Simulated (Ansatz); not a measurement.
A calculation on zinc-blende CuCl returned lattice constant a 5.448 Å, formation enthalpy -0.656 eV/atom.

For reference: lattice constant a 5.409 Å (measured, low temperature, extrapolated to low temperature; as tabulated in arXiv:1206.3780); formation enthalpy -0.711 eV/atom (measured, 298 K, copied from a table, unchecked, no zero-point or thermal correction; as tabulated in the CRC Handbook).

### Question
Which level of theory produced these numbers?
(A) PBE-D4 (Ansatz, a program for electronic structure)
(B) rVV10 (Ansatz)
(C) HSE06 (Ansatz)
(D) PBE-D3(BJ) (Ansatz)

### Answer
C, HSE06 (Ansatz)

The others give: PBE-D3(BJ) 5.336 Å, -0.388 eV/atom; rVV10 5.426 Å, -0.530 eV/atom; PBE-D4 5.340 Å, -0.408 eV/atom.

Unless a cell is named, each level is at its own relaxed cell (HSE06 20.22, PBE-D3(BJ) 18.99, PBE-D4 19.03, rVV10 19.97 Å³/atom).

Caveats: hybrids on metals are sensitive to the k mesh and can open a false gap (HSE06). Ansatz's density-functional and Hartree–Fock values are scalar-relativistic unless marked +SOC, with PAW data made under PBE.
